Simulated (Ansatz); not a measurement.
The input, for Ansatz 0.2.0:

```yaml
crystal:
  periodic: [false, false, false]
  atoms:
    - {symbol: Al, position_ang: [0.000000, 0.000000, 2.527200]}
    - {symbol: Si, position_ang: [0.000000, 0.000000, 0.000000]}
    - {symbol: Al, position_ang: [0.000000, 0.000000, -2.527200]}
basis:
  gaussian: {orbitals: cc-pVTZ}
magnetization: {spin_polarized: true, initial_magnetization: 2}
correlation: {method: ccsdt_q, electrons: outside_noble_gas}
```

```sh
$ ansatz run in.yaml --threads 2 --pin off --events-out ev --progress --plain --max-ram 16896MiB --backend cuda --devices 0, --max-vram 18GiB
```

(1) Roughly how long does this take on 2 threads of AMD EPYC 7R13 with a shared H100 80 GB, shared host, and how much host memory?

```
1182 factors; integrals over basis functions are off by at most 1.6e-7 eV
mean field evaluation 1: about -21024.6102 eV, gradient 8.5e0 eV
mean field evaluation 2: about -21024.6897 eV, gradient 8.5e0 eV
mean field evaluation 4: about -21025.6948 eV, gradient 1.5e0 eV
mean field evaluation 8: about -21025.7736 eV, gradient 2.0e-1 eV
mean field evaluation 16: about -21025.8620 eV, gradient 6.8e-1 eV
mean field evaluation 32: about -21026.7422 eV, gradient 1.6e-2 eV
mean field evaluation 64: about -21026.7404 eV, gradient 9.9e-2 eV
mean field evaluation 96: about -21025.6552 eV, gradient 8.7e-1 eV
mean field evaluation 128: about -21025.7754 eV, gradient 2.6e-4 eV
mean field evaluation 160: about -21026.7398 eV, gradient 2.6e-1 eV
...
cycle  10  -6.41832459 eV  change   -1.3e-4 eV  update   1.5e-4
cycle  11  -6.41816160 eV  change    1.6e-4 eV  update   7.6e-5
cycle  12  -6.41815055 eV  change    1.1e-5 eV  update   4.5e-5
cycle  13  -6.41812541 eV  change    2.5e-5 eV  update   1.9e-5
cycle  14  -6.41814248 eV  change   -1.7e-5 eV  update   1.1e-5
cycle  15  -6.41816035 eV  change   -1.8e-5 eV  update   5.5e-6
cycle  16  -6.41816152 eV  change   -1.2e-6 eV  update   2.6e-6
cycle  17  -6.41815925 eV  change    2.3e-6 eV  update   1.5e-6
cycle  18  -6.41815790 eV  change    1.4e-6 eV  update   8.1e-7
cycle  19  -6.41815738 eV  change    5.2e-7 eV  update   4.9e-7
perturbative correction -0.02809506 eV, -0.0010324745 hartree
Total energy: -21033.18697427 eV, -772.9553644982 hartree
```

Results:

(1) 21 s wall and 0.99 GiB.
